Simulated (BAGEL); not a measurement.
**AlSiNH8 (SMILES [AlH3-][NH2+][SiH3]): RI-MP2/def2-SVP (density fitting with qzvpp-jkfit)**

Aim: the energy change on altering one bond length of AlSiNH8 at RI-MP2/def2-SVP (density fitting with qzvpp-jkfit), from 2 runs. 

The results are computed with BAGEL 1.2.2.

3 further runs of the same task are left out: 1 that didn't finish, 2 set aside as unsound or not needed. Runs told in other sessions of the task aren't counted.

### Step 1. The system as given

AlSiNH8 has 11 atoms, charge 0, and is taken as a singlet. As SMILES, `[AlH3-][NH2+][SiH3]`. Geometry: relaxed at PBE0-D4/def2-TZVP.

Bond lengths: Al1–N2 2.069 Å, N2–Si3 1.792 Å, Al1–H4 1.609 Å, Al1–H5 1.602 Å, Al1–H6 1.601 Å, N2–H7 1.016 Å, N2–H8 1.016 Å, Si3–H9 1.487 Å, Si3–H10 1.476 Å, Si3–H11 1.475 Å. Some angles: Al1–N2–Si3 109.4°, Al1–N2–H7 107.3°, Al1–N2–H8 107.7°, Si3–N2–H7 112.7°, Si3–N2–H8 112.4°, N2–Al1–H4 97.1°, N2–Al1–H5 100.0°, N2–Al1–H6 101.1°, N2–Si3–H9 108.4°, N2–Si3–H10 107.2°.

### Step 2. The energy at RI-MP2/def2-SVP (density fitting with qzvpp-jkfit)

mp2.json reads:

```json
{ "bagel": [

{
  "title": "molecule",
  "basis": "svp",
  "df_basis": "qzvpp-jkfit",
  "angstrom": "true",
  "geometry": [
    { "atom": "Al", "xyz": [      -0.900100,       1.211100,      -0.740800 ] },
    { "atom": "N", "xyz": [      -0.028300,       0.143500,       0.802700 ] },
    { "atom": "Si", "xyz": [       0.876200,      -1.248700,       0.128600 ] },
    { "atom": "H", "xyz": [      -0.721100,       0.091900,      -1.882400 ] },
    { "atom": "H", "xyz": [       0.093800,       2.465300,      -0.806700 ] },
    { "atom": "H", "xyz": [      -2.377200,       1.435300,      -0.165100 ] },
    { "atom": "H", "xyz": [       0.566700,       0.786500,       1.316700 ] },
    { "atom": "H", "xyz": [      -0.768500,      -0.144800,       1.435900 ] },
    { "atom": "H", "xyz": [       1.651500,      -1.882900,       1.228300 ] },
    { "atom": "H", "xyz": [       1.794800,      -0.716800,      -0.896700 ] },
    { "atom": "H", "xyz": [      -0.122500,      -2.197400,      -0.400100 ] }
  ]
},

{
  "title": "hf"
},

{
  "title": "mp2",
  "ncore": 11
}

]}
```

Started as:

```bash
$ BAGEL_NUM_THREADS=1 BAGEL mp2.json > mp2.out
```

Output:

```text
* using 1 threads per process

  ===============================================================
  ===============================================================

  *** Geometry ***

  { "atom" : "Al", "xyz" : [     -1.700942,      2.288647,     -1.399909 ] },
  { "atom" : "N", "xyz" : [     -0.053479,      0.271176,      1.516883 ] },
  { "atom" : "Si", "xyz" : [      1.655778,     -2.359701,      0.243019 ] },
  { "atom" : "H", "xyz" : [     -1.362682,      0.173666,     -3.557220 ] },
  { "atom" : "H", "xyz" : [      0.177256,      4.658742,     -1.524442 ] },
  { "atom" : "H", "xyz" : [     -4.492257,      2.712324,     -0.311994 ] },
  { "atom" : "H", "xyz" : [      1.070908,      1.486270,      2.488202 ] },
  { "atom" : "H", "xyz" : [     -1.452255,     -0.273632,      2.713458 ] },
  { "atom" : "H", "xyz" : [      3.120883,     -3.558165,      2.321151 ] },
  { "atom" : "H", "xyz" : [      3.391680,     -1.354556,     -1.694517 ] },
  { "atom" : "H", "xyz" : [     -0.231491,     -4.152484,     -0.756079 ] },

  Number of auxiliary basis functions:      477

  Since a DF basis is specified, we compute 2- and 3-index integrals:
    o Being stored without compression. Storage requirement is 0.031 GB

  Number of basis functions:       90
  Number of electrons      :       42

    * METHOD: MOLECULE                             0.38

  *** RHF ***

  === Nuclear Repulsion ===
   154.2129064566

      * DIIS with orbital gradients will be used.

  === RHF iteration (svp) ===
      0       -589.65096023          0.01310508           0.10
      1       -589.74313951          0.00712955           0.10
      2       -589.76646086          0.00129503           0.10
      3       -589.76782880          0.00014775           0.10
      4       -589.76784595          0.00003676           0.10
      5       -589.76784729          0.00000711           0.10
      6       -589.76784736          0.00000175           0.10
      7       -589.76784737          0.00000038           0.09
      8       -589.76784737          0.00000010           0.10
      9       -589.76784737          0.00000002           0.10
     10       -589.76784737          0.00000001           0.09
    * SCF iteration converged.

    * Permanent dipole moment:
           (   -0.854429,     1.068752,    -1.494222) a.u.

    * METHOD: HF                                   1.32

  *** RHF ***

  === Nuclear Repulsion ===
   154.2129064566

      * DIIS with orbital gradients will be used.

  === RHF iteration (svp) ===
      0       -589.76784737          0.00000000           0.09
    * SCF iteration converged.

    * Permanent dipole moment:
           (   -0.854429,     1.068752,    -1.494223) a.u.

  === DF-MP2 calculation ===

    * freezing 11 orbitals
    * 3-index integral transformation done
    * assembly done

      MP2 correlation energy:   -0.3652958781      0.05

      MP2 total energy:       -590.1331432457

    * METHOD: MP2                                  0.26

  ===============================================================
```

Wall time 2.1 s (1 thread of Arm Neoverse N1, shared host); peak memory 0.12 GiB.

### Step 3. The distorted shape

job.json reads:

```json
{ "bagel" : [

{
  "title" : "molecule",
  "basis" : "svp",
  "df_basis" : "qzvpp-jkfit",
  "angstrom" : true,
  "geometry" : [
    { "atom" : "Al", "xyz" : [       0.281599,       1.031737,      -1.201367 ] },
    { "atom" : "N", "xyz" : [       1.153399,      -0.035863,       0.342133 ] },
    { "atom" : "Si", "xyz" : [       2.057899,      -1.428063,      -0.331967 ] },
    { "atom" : "H", "xyz" : [       0.460599,      -0.087463,      -2.342967 ] },
    { "atom" : "H", "xyz" : [       1.275499,       2.285937,      -1.267267 ] },
    { "atom" : "H", "xyz" : [      -2.377200,       1.435300,      -0.165100 ] },
    { "atom" : "H", "xyz" : [       1.748399,       0.607137,       0.856133 ] },
    { "atom" : "H", "xyz" : [       0.413199,      -0.324163,       0.975333 ] },
    { "atom" : "H", "xyz" : [       2.833199,      -2.062263,       0.767733 ] },
    { "atom" : "H", "xyz" : [       2.976499,      -0.896163,      -1.357267 ] },
    { "atom" : "H", "xyz" : [       1.059199,      -2.376763,      -0.860667 ] }
  ]
},

{ "title" : "hf" },

{ "title" : "mp2", "ncore" : 11 }

]}
```

Started as:

```bash
$ BAGEL_NUM_THREADS=1 BAGEL job.json > job.out
```

Output:

```text
* using 1 threads per process

  ===============================================================
  ===============================================================

  *** Geometry ***

  { "atom" : "Al", "xyz" : [      0.532145,      1.949700,     -2.270255 ] },
  { "atom" : "N", "xyz" : [      2.179608,     -0.067771,      0.646538 ] },
  { "atom" : "Si", "xyz" : [      3.888866,     -2.698648,     -0.627327 ] },
  { "atom" : "H", "xyz" : [      0.870406,     -0.165281,     -4.427566 ] },
  { "atom" : "H", "xyz" : [      2.410344,      4.319795,     -2.394788 ] },
  { "atom" : "H", "xyz" : [     -4.492257,      2.712324,     -0.311994 ] },
  { "atom" : "H", "xyz" : [      3.303995,      1.147323,      1.617857 ] },
  { "atom" : "H", "xyz" : [      0.780833,     -0.612579,      1.843112 ] },
  { "atom" : "H", "xyz" : [      5.353970,     -3.897112,      1.450805 ] },
  { "atom" : "H", "xyz" : [      5.624768,     -1.693503,     -2.564863 ] },
  { "atom" : "H", "xyz" : [      2.001596,     -4.491431,     -1.626425 ] },

  Number of auxiliary basis functions:      477

  Since a DF basis is specified, we compute 2- and 3-index integrals:
    o Being stored without compression. Storage requirement is 0.031 GB

  Number of basis functions:       90
  Number of electrons      :       42

    * METHOD: MOLECULE                             0.38

  *** RHF ***

  === Nuclear Repulsion ===
   151.3663538782

      * DIIS with orbital gradients will be used.

  === RHF iteration (svp) ===
      0       -589.53208971          0.01283287           0.10
      1       -589.63226817          0.00681684           0.10
      2       -589.65400445          0.00135050           0.10
      3       -589.65560422          0.00016241           0.10
      4       -589.65563069          0.00003695           0.10
      5       -589.65563227          0.00000857           0.10
      6       -589.65563238          0.00000191           0.10
      7       -589.65563239          0.00000043           0.10
      8       -589.65563239          0.00000011           0.10
      9       -589.65563239          0.00000005           0.10
     10       -589.65563239          0.00000001           0.10
    * SCF iteration converged.

    * Permanent dipole moment:
           (   -2.356643,     1.388174,    -1.003162) a.u.

    * METHOD: HF                                   1.32

  *** RHF ***

  === Nuclear Repulsion ===
   151.3663538782

      * DIIS with orbital gradients will be used.

  === RHF iteration (svp) ===
      0       -589.65563239          0.00000000           0.09
    * SCF iteration converged.

    * Permanent dipole moment:
           (   -2.356643,     1.388174,    -1.003162) a.u.

  === DF-MP2 calculation ===

    * freezing 11 orbitals
    * 3-index integral transformation done
    * assembly done

      MP2 correlation energy:   -0.3681393942      0.05

      MP2 total energy:       -590.0237717801

    * METHOD: MP2                                  0.26

  ===============================================================
```

Run time: 2.1 s. Hardware: 1 thread of Arm Neoverse N1, shared host; peak memory 0.12 GiB.

### Step 4. Results

Level: RI-MP2/def2-SVP (density fitting with qzvpp-jkfit), 11 core orbitals frozen.

```
                                                          quantity          value
                                         first shape: total energy  -590.13314 Eh
         first shape: correlation energy (11 core orbitals frozen)     -365.3 mEh
                                     distorted shape: total energy  -590.02377 Eh
     distorted shape: correlation energy (11 core orbitals frozen)     -368.1 mEh
energy change with the Al1–H6 bond stretched from 1.601 to 2.882 Å       2.976 eV
```

What this shows: With the Al1–H6 bond stretched from 1.601 to 2.882 Å the energy rises by 2.98 eV (69 kcal/mol). The first shape isn't relaxed at this level, so the change isn't measured from a minimum. A restricted reference can't describe the breaking bond well at this length.
